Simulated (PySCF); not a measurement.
**LiH₂⁻: bending curve**

Computed with PBE0 in PySCF with Li def2-TZVPD, H def2-TZVPD; no relativity; density-fitted integrals.

Rigid scan from the singlet minimum (Li–H 1.732 Å (×2); H–Li–H 180.0°). Coordinate: the H–Li–H angle, bonds fixed. Energies in kJ/mol from the minimum.

```tsv
bond angle (°)	E (kJ/mol)	dipole size (D, about the centre of mass)
80	138.2	6.37
90	109.6	6.14
100	84.5	5.72
110	63.2	5.19
120	45.5	4.57
130	31.0	3.89
140	19.6	3.16
150	10.9	2.40
160	4.8	1.62
170	1.2	0.81
180	0.0	0.00
```

The scan took 2.2 s on 2 threads of a shared Arm Neoverse V2 host; the process peaked at 0.44 GiB.
